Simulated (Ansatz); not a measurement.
Ansatz (an electronic-structure program) input (wB97X-V/def2-TZVPD):

Ansatz 0.2 input:
```yaml
crystal:
  periodic: [false, false, false]
  atoms:
    - {symbol: C, position_ang: [0.09243262, 0.69871992, -0.00992094]}
    - {symbol: C, position_ang: [1.35201846, 1.05337977, -0.01885512]}
    - {symbol: Cl, position_ang: [-0.73221915, -0.76094037, 0.01283470]}
    - {symbol: H, position_ang: [2.15719226, 0.32186446, -0.01136807]}
    - {symbol: H, position_ang: [1.62382678, 2.10152370, -0.03416548]}
basis:
  gaussian:
    orbitals: def2-TZVPD
hamiltonian:
  xc: {name: wB97X-V}
magnetization: {spin_polarized: true, initial_magnetization: 1}
output: {forces: true}
```

End of the output:

```
mean field evaluation 1: about -14622.1257 eV, gradient 2.4e1 eV
mean field evaluation 2: about -14623.0991 eV, gradient 1.9e1 eV
mean field evaluation 4: about -14624.8717 eV, gradient 1.1e0 eV
mean field evaluation 8: about -14624.8921 eV, gradient 1.1e-1 eV
mean field evaluation 16: about -14624.9045 eV, gradient 3.3e-3 eV
mean field -14624.90447889 eV, -537.4553264830 hartree, gradient 7.6e-5 eV, S^2 0.761503; 0 other end points of the search recorded, 0 dependent functions left out
the calculation of the forces begins
reference -14624.90447719 eV, -537.4553264204 hartree; 16, 15 occupied and 122, 123 virtual orbitals, 739 factors
Total energy: -14624.90447719 eV, -537.4553264204 hartree
Atom 0 at     0.092433     0.698720    -0.009921 Å, force    -0.101902    -0.115128     0.001913 eV/Å
Atom 1 at     1.352018     1.053380    -0.018855 Å, force     0.008071    -0.016850     0.000206 eV/Å
Atom 2 at    -0.732219    -0.760940     0.012835 Å, force     0.090086     0.121670    -0.001965 eV/Å
Atom 3 at     2.157192     0.321864    -0.011368 Å, force     0.012375    -0.074291     0.000983 eV/Å
Atom 4 at     1.623827     2.101524    -0.034165 Å, force    -0.008631     0.084599    -0.001137 eV/Å
Dipole moment:     0.200281     0.025386    -0.000994 e Å
```

It need not be the lowest isomer of its formula.
